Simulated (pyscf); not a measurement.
A first-order saddle from PySCF, ωB97X-D3(BJ)/def2-SVP:

```
O
H 1 1.2924
H 2 1.0419 1 66.24
H 2 1.0437 3 60.06 1 177.43
Ga 1 1.7538 2 132.21 3 -113.51
O 5 1.6417 3 159.30 2 120.23
```

Surface: singlet, charge 0. Lowest wavenumbers (cm⁻¹): 2751i, 122, 185, 210, 526.

Question: Name the species on either side of this saddle.

Answer: O=Ga–OH + hydrogen (H₂) ⇌ O=Ga–OH + hydrogen (H₂), a four-centre exchange read from left to right: H–O, H–H broken and H–O, H–H formed. At ωB97M-D3(BJ)/def2-TZVP it lies +2.87 eV from the left side and +2.87 eV from the right (each side as separated species at their lowest minima found). The same reactants have a lower exit, to HO–GaH–OH (barrier +0.71 eV at ωB97M-D3(BJ)/def2-TZVP, against +2.87 eV here). One saddle was located; it need not be the lowest between these sides. Elements up to Kr have no core potential and no relativistic terms here.
